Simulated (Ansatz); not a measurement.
## Worked example: correlation energy of O–CH$_{2}$⁺, doublet

Geometry: that of the O–CH2, singlet, kept fixed.

```yaml
atoms:
  - { symbol: O, position_ang: [0.0000, 0.0000, 0.5979] }
  - { symbol: C, position_ang: [0.0000, 0.0000, -0.5975] }
  - { symbol: H, position_ang: [0.0000, -0.9400, -1.1855] }
  - { symbol: H, position_ang: [0.0000, 0.9400, -1.1855] }
```

Basis cc-pVTZ; Ansatz 0.2.0. Only valence electrons are correlated (noble-gas cores frozen), which leaves 11 electrons in 86 orbitals. Prefix R: restricted or restricted open-shell reference; prefix U: unrestricted.

Full CI isn't at hand for all of this; UCCSDT(Q) serves as the reference, and is uncertain by about the last step of the cluster series.

Runs differ by some tens of microhartree through their thresholds and, for an open shell, their frozen cores, so steps under 0.03 kcal/mol mean nothing.

```tsv
level	total energy (hartree)
UHF	-113.565612
UMP2	-113.894315
UCCSD	-113.922647
UCCSD(T)	-113.936727
UCCSDT	-113.937794
UCCSDT(Q)	-113.938673
```

Q: What is the correlation energy at UCCSDT(Q), and what share of it do UMP2 and UCCSD recover?

A: E(corr) = -113.938673 − (-113.565612) = -0.373061 hartree = -10.152 eV. UMP2: -0.328703 / -0.373061 = 88.11 %. UCCSD: -0.357035 / -0.373061 = 95.70 %.

Q: By how many kcal/mol does UCCSD(T) miss UCCSDT(Q) (1 hartree = 627.509 kcal/mol), and which steps make up the rest?

A: -113.936727 − (-113.938673) = 0.001946 hartree = 1.22 kcal/mol. Steps: UCCSDT − UCCSD(T) = -0.67, UCCSDT(Q) − UCCSDT = -0.55 kcal/mol. Differences between like states or geometries often cancel part of this.
